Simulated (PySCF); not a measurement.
**Li₂Cl⁺: map over both bonds**

Computed with PBE0/[Cl def2-TZVP, Li def2-TZVP], no relativity, density fitting, PySCF.

Rigid scan from the singlet minimum (Cl–Li 2.131 Å (×2); Li–Cl–Li 180.0°). Coordinate: rows scale the first bond (Cl–Li), columns the second (Cl–Li). Energies in kJ/mol from the minimum.

(1) Give the energy map for rows 0.94, 0.97, 1.00, 1.04, 1.09, 1.15 and columns 0.94, 0.97, 1.00, 1.04, 1.09, 1.15.

(2) And the size of the dipole moment (D, about the centre of mass) on the same grid?

Answers

(1) 
```json
{"scale \\ scale": "0.94", "0.94": "11.0", "0.97": "6.7", "1.00": "5.2", "1.04": "6.5", "1.09": "11.8", "1.15": "21.2"}
{"scale \\ scale": "0.97", "0.94": "6.7", "0.97": "2.5", "1.00": "1.2", "1.04": "2.7", "1.09": "8.2", "1.15": "17.9"}
{"scale \\ scale": "1.00", "0.94": "5.2", "0.97": "1.2", "1.00": "0.0", "1.04": "1.7", "1.09": "7.4", "1.15": "17.4"}
{"scale \\ scale": "1.04", "0.94": "6.5", "0.97": "2.7", "1.00": "1.7", "1.04": "3.6", "1.09": "9.6", "1.15": "19.9"}
{"scale \\ scale": "1.09", "0.94": "11.8", "0.97": "8.2", "1.00": "7.4", "1.04": "9.6", "1.09": "15.9", "1.15": "26.6"}
{"scale \\ scale": "1.15", "0.94": "21.2", "0.97": "17.9", "1.00": "17.4", "1.04": "19.9", "1.09": "26.6", "1.15": "37.9"}
```

(2) 
```tsv
scale \ scale	0.94	0.97	1.00	1.04	1.09	1.15
0.94	0.00	0.28	0.57	0.96	1.46	2.07
0.97	0.28	0.00	0.29	0.68	1.18	1.79
1.00	0.57	0.29	0.00	0.39	0.89	1.50
1.04	0.96	0.68	0.39	0.00	0.50	1.11
1.09	1.46	1.18	0.89	0.50	0.00	0.61
1.15	2.07	1.79	1.50	1.11	0.61	0.00
```

Other isomers or separated fragments may lie lower.

The scan took 11 s on 2 threads of a shared Arm Neoverse V2 host; the process peaked at 0.6 GiB.
